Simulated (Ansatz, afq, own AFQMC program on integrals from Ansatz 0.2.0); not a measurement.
## BeS⁺, quartet in 6-31G, levels against full CI

```yaml
atoms:
  - { symbol: S, position_ang: [0.0000, 0.0000, 0.0000] }
  - { symbol: Be, position_ang: [0.0000, 0.0000, 1.8425] }
```

Basis 6-31G. Noble-gas cores (and the filled d shells of Ga–Kr and In–Xe) are frozen. AFQMC by an in-house program on the Cholesky factors that Ansatz 0.2.0 writes for its CCSD(T) run. ph-AFQMC/CISD is guided by a CISD state made of CCSD amplitudes; releasing the constraint for a short imaginary time cuts its bias at the price of noise, slowly where states lie close. Uncertainties: one standard error, sampling alone.

Determinant: UHF, the one that the program's search chose, which needn't be the lowest solution. The geometry is a PBE0/def2-TZVP stationary point of this or a neighbouring charge and spin state.

Full CI on the same integrals is exact in this basis and with this determinant's frozen core.

Cautions: another spin lies lower (by 1.65 eV).

The T1 diagnostic is 0.0130, the weight of the determinant in the CISD state is 0.970 and the ⟨S²⟩ of the determinant is 3.755. The size of the correlated space is 7 electrons in 16 orbitals.

```tsv
level	correlation energy (eV)
MP2	-0.6831
CCSD	-0.9286
CCSD(T)	-0.9469
```

Problem. Estimate where AFQMC with the constraint released lies against CCSD(T) on the same integrals.

Solution. 4.2 ± 0.8 meV below CCSD(T).

Reference: full CI, correlation energy -0.952 eV. The released energy is read at 2.40 1/Eh (meV from the phaseless value at times in 1/Eh: -0.9 ± 0.9 at 0.24, -0.8 ± 0.7 at 0.51, -2.1 ± 0.9 at 0.99, -2.5 ± 0.9 at 1.62, -0.8 ± 0.8 at 2.40).

```tsv
level	E − E(reference) (meV)	share of correlation (%)
CCSD(T)	5.6	99.42
CCSDT	-0.8	100.08
CCSDT(Q)	-0.3	100.03
CCSDTQ	0.0	100.01
ph-AFQMC/CISD	2.2 ± 0.9	99.77
released AFQMC	1.4 ± 0.8	99.85
```

CCSDT and higher add their correlation energy to the determinant of the CCSD(T) run, since their own runs factorise the integrals more tightly (a shift of under 2 meV). A walk keeps the symmetry of its determinant, which the program's search chose and which needn't be the lowest solution, so a lower state of the same spin and another symmetry isn't excluded. Released energies are given only where the last usable release times agree within the noise; a slower fall can still hide under it.
